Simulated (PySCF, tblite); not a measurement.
# C₄H₁₀P₂: geometry, infrared bands and NMR shifts

Aim: predict the infrared bands and NMR shifts of C₄H₁₀P₂ (`C=CCP(C)P`).

Programs: tblite 0.8.0 and PySCF 2.14.0, with density-fitted response routines of our own. Each step states its level of theory. These are calculated values for one molecule in the gas phase, unless marked as measured. Atoms are numbered from 0 throughout.

## 1. The starting structure

16 atoms, charge 0, multiplicity 1; geometry from: force field or distance geometry start.

Bonds of the start (Å): C0–C1 1.35, C1–C2 1.48, C2–P3 1.83, P3–C4 1.82, P3–P5 2.30, C0–H6 1.09, C0–H7 1.08, C1–H8 1.10, C2–H9 1.09, C2–H10 1.10, C4–H11 1.09, C4–H12 1.10, C4–H13 1.10, P5–H14 1.41, P5–H15 1.42.

## 2. Geometry optimisation with GFN2-xTB

Job settings and geometry (Å):

```
{"job": {"kind": "relax", "xc": "GFN2-xTB", "basis": "xTB"}, "charge": 0, "multiplicity": 1}
C      1.808800    -1.877500    -0.212100
C      1.566400    -0.697800     0.388800
C      0.789200     0.414800    -0.199100
P     -0.564600     0.670500     1.007000
C     -1.450200     2.056000     0.223100
P     -2.002500    -0.959700     0.268100
H      1.395700    -2.095600    -1.196600
H      2.407200    -2.635700     0.274600
H      2.032900    -0.536700     1.375000
H      1.407500     1.309600    -0.257300
H      0.421000     0.191400    -1.214000
H     -0.862100     2.971000     0.313100
H     -2.418800     2.236300     0.711300
H     -1.621600     1.887400    -0.853800
H     -1.758600    -0.845800    -1.117500
H     -1.158100    -2.079300     0.478000
```

Launch:

```
$ OMP_NUM_THREADS=1 python probes_run.py task.json out
```

The driver reads the jobs from task.json and runs them one after another.

**Question.** This job is followed by: GFN2-xTB harmonic vibrations, gas phase; GIAO PBE0/pcSseg-1 NMR shielding, non-relativistic, gas phase. Predict these results of the whole session: strongest single infrared mode (GFN2-xTB); zero-point energy (GFN2-xTB); 13C shifts against TMS (PBE0/pcSseg-1); 1H shifts against TMS (PBE0/pcSseg-1, means over atoms taken as alike); 31P shifts against H3PO4 (PBE0/pcSseg-1); surface potential, 1st and 99th percentile.

**Answer**, as computed:

```
                                                              quantity                                   value
                             strongest single infrared mode (GFN2-xTB)                   2329 cm⁻¹, 110 km/mol
                                          zero-point energy (GFN2-xTB)                           77.9 kcal/mol
                                13C shifts against TMS (PBE0/pcSseg-1)            142.9, 123.3, 44.0, 16.3 ppm
1H shifts against TMS (PBE0/pcSseg-1, means over atoms taken as alike)  6.02, 5.53, 5.23, 2.41, 2.14, 1.14 ppm
                              31P shifts against H3PO4 (PBE0/pcSseg-1)                       -90.9, -207.9 ppm
                                 surface potential, 1st and 99th percentile                      -1.08 V and 0.83 V
```

In words: Relaxing lowered the energy by 0.408 eV in 197 steps; the close pair that moved most is P3–P5, from 2.296 to 2.176 Å. All 42 modes are real, so the xTB geometry is a minimum. The strongest single mode, at 2329 cm⁻¹, moves mainly H14 and H15. Unscaled tight-binding wavenumbers are off by several per cent, some by more. Its intensities can rank the bands wrongly. The most deshielded carbon is C1 (alkene CH), at 142.9 ppm: as expected for a trigonal carbon in a double bond. H8 (hydrogen on an alkene CH) lies farthest downfield among hydrogen, at 6.02 ppm; attached to an sp2 carbon and in the plane of the double bond. At PBE0/pcSseg-1: The widest tensor belongs to C1: span 237 ppm, with a paramagnetic part of -213 ppm.
